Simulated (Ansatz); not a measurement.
**BH₂+ (triplet): wave-function methods side by side at angle H2–B1–H3 = 86.2°, aug-cc-pVTZ**

An exercise on one series of results from a longer session: the logs are not shown, and one member is left open.

Computed with Ansatz 0.2.0, Gaussian basis. Level: aug-cc-pVTZ, core rule «outside noble gas», up to 1 orbitals frozen.

To be run: UHF; CCSD(T) on ROHF; CCSD(T) on UHF; BCCD(T) on ROHF; CCSDT(Q) on ROHF; CCSDT(Q) on UHF; CASSCF and NEVPT2, 4 electrons in 6 orbitals; Full CI.

12 further runs of the same task are left out: 2 for a known fault of the program, 7 that didn't finish, 3 set aside as unsound or not needed.

### The system

The geometry derives from a PBE0/def2-TZVP stationary point (not a proven minimum). One angle is set to the value named; bond lengths are kept.

3 atoms, charge 1, spin multiplicity 3.

Atoms are counted from 1 here; the program's logs count them from 0.

Bond lengths: B1–H2 1.291 Å, B1–H3 1.291 Å. Angles: H2–B1–H3 86.2°.

Coordinates:

```xyz
3
BH2
B     0.00000    0.00000   -0.14813
H     0.00000    0.88202    0.79442
H     0.00000   -0.88202    0.79442
```

Set-up of the first run:

Input file in.yaml:

```yaml
crystal:
  periodic: [false, false, false]
  atoms:
    - {symbol: B, position_ang: [0.000000, 0.000000, -0.148132]}
    - {symbol: H, position_ang: [0.000000, 0.882025, 0.794421]}
    - {symbol: H, position_ang: [0.000000, -0.882025, 0.794421]}
basis:
  gaussian: {orbitals: aug-cc-pVTZ}
total_charge: 1
magnetization: {spin_polarized: true, initial_magnetization: 2}
hamiltonian: {xc: hf}
output: {orbitals: {seedname: orbitals}}
```

Command:

```
$ ansatz run in.yaml --threads 1 --pin off --events-out ev --progress --plain --max-ram 2393MiB
```

Steps of the session up to this table: UHF; CCSD(T) on ROHF; CCSD(T) on UHF; BCCD(T) on ROHF; CCSDT(Q) on ROHF; CCSDT(Q) on UHF; CASSCF and NEVPT2, 4 electrons in 6 orbitals; Full CI.

One table of the session follows, with a row left open; its other results are not shown here.

| method | from FCI (kJ/mol) |
| --- | --- |
| ROHF | +202.5 |
| UHF | +186.2 |
| RMP2 | +46.2 |
| UMP2 | +48.0 |
| RCCSD | +5.4 |
| UCCSD | +5.0 |
| RCCSD(T) | +1.2 |
| UCCSD(T) | ? |
| BCCD(T) | +1.2 |
| RCCSDT | 0.0 |
| UCCSDT | 0.0 |
| RCCSDT(Q) | 0.0 |
| UCCSDT(Q) | 0.0 |
| CASSCF valence | +103.6 |
| NEVPT2 valence | +23.1 |
| FCI | 0 |

Estimate the missing values for UCCSD(T).

The run gave: from FCI (kJ/mol): +1.1. In the column «from FCI (kJ/mol)» it lies between FCI (0) and RCCSD(T) (+1.2).

Among the levels timed on like hardware and quicker than the yardstick, those that no quicker one beats, quickest first: NEVPT2 valence (1.6 s, +23.1 kJ/mol); RCCSD(T) (1.9 s, +1.2 kJ/mol); UCCSD(T) (2 s, +1.1 kJ/mol); RCCSDT(Q) (58 s, 0.0 kJ/mol).

Caveats from the session: The yardstick is full CI for this spin, exact in this basis with these frozen cores. Levels on UHF freeze UHF's core orbitals, full CI those of ROHF, so the U rows can settle a little off it for that reason alone. Restricted and unrestricted rows rest on different reference determinants; where their highest levels disagree by more than a few hundredths of an eV, they describe different states and don't form one ladder.
